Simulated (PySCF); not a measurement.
## Computed NMR parameters against published values

Numbering as in the mapped SMILES `[CH3:1][CH:2]([CH3:3])[NH2:4]`. Hydrogens are named by the atom that carries them.

Measured values that the calculation should reproduce: δ 13C C2 43.0; C1/C3 26.5; δ 1H H(C2) 3.07; H(C1)/H(C3) 1.03 ppm (measured; solution, not stated per compound (mostly CDCl3 or CCl4); Pretsch, Buehlmann, Badertscher, Structure Determination of Organic Compounds, 4th ed. (2009)).

- shielding tensors at PBE0/pcSseg-1 (GIAO)
- structure optimised with PBE0-D3(BJ)/def2-SVP
- program: PySCF 2.14.0 with density-fitted response routines
- relativity neglected, a single conformation, equivalent nuclei averaged, isolated molecule

Q: What does the calculation give, and how does it compare?

A: 
Reference values: measured (solution, not stated per compound (mostly CDCl3 or CCl4); Pretsch, Buehlmann, Badertscher, Structure Determination of Organic Compounds, 4th ed. (2009)).
```tsv
atoms	quantity	reference	computed	computed, scaled
C2	δ 13C	43.0	44.5	42.5
C1/C3	δ 13C	26.5	26.5	25.1
H(C2)	δ 1H	3.07	3.08	3.13
H(C1)/H(C3)	δ 1H	1.03	0.97	1.14
```

Computed shifts are σ(ref) − σ with the named reference compound (TMS for H and C) calculated as an isolated molecule at the same level. The measured values may be among those fitted. Expected solution values come from regression of measured δ (H and C: mostly CDCl3, vs TMS) on computed σ: 13C: δ = 178.46 − 0.972σ (rms 2.0 ppm, 209 shifts, 2.2 ppm with the 3 outliers that the fit left out); 1H: δ = 29.85 − 0.948σ (rms 0.21 ppm, 133 shifts). A few per cent of atoms miss by over 2 rms, more outside the fitted compound classes. Hydrogens on heteroatoms aren't scaled, only referred to computed TMS.

Q: How far are the unscaled 13C shifts from the references?

A: Mean signed difference +0.75 ppm, mean absolute 0.75 ppm over 2 comparisons; the largest is +1.5 ppm at C2 (sp3 CH bonded to N).

Q: How far are the unscaled 1H shifts from the references?

A: Mean signed difference -0.02 ppm, mean absolute 0.04 ppm over 2 comparisons; the largest is -0.06 ppm at H(C1)/H(C3) (hydrogen on a methyl carbon).
